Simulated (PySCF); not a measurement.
**Nitrogen: a sound run and one with changed settings**

Sound run: N [He] 2s2 2p3, N⁺ [He] 2s2 2p2. Calculation: PySCF 2.14, in aug-cc-pVDZ-DK (4s3p2d, 23 functions); the spin-free X2C one-electron Hamiltonian (Gaussian nucleus). In the sound run the correlated levels freeze 1s2. The sound run starts from symmetry-adapted Hartree-Fock orbitals and uses a fine grid where one is needed.

A second run was set up differently.

```json
{"species": "N", "method": "MP2", "sound run (hartree)": "-54.49735", "changed run (hartree)": "-54.49904", "converged": "yes"}
{"species": "N", "method": "CCSD(T)", "sound run (hartree)": "-54.51616", "changed run (hartree)": "-54.51770", "converged": "yes"}
{"species": "N⁺", "method": "MP2", "sound run (hartree)": "-53.96554", "changed run (hartree)": "-53.96715", "converged": "yes"}
{"species": "N⁺", "method": "CCSD(T)", "sound run (hartree)": "-53.98878", "changed run (hartree)": "-53.99021", "converged": "yes"}
```

Ionisation energy of N:

```tsv
method	sound run (eV)	changed run (eV)
UHF	13.922	13.922
MP2	14.471	14.474
SCS-MP2	14.253	14.253
CCSD	14.340	14.343
CCSD(T)	14.350	14.354
```

(1) What was changed?
A. all electrons correlated in a valence basis
B. basis contracted for another Hamiltonian
C. minimal basis
D. too few SCF iterations

Answers

(1) A. A valence basis has no tight correlating functions, so it recovers only part of the core correlation, and not evenly between atom and ion.
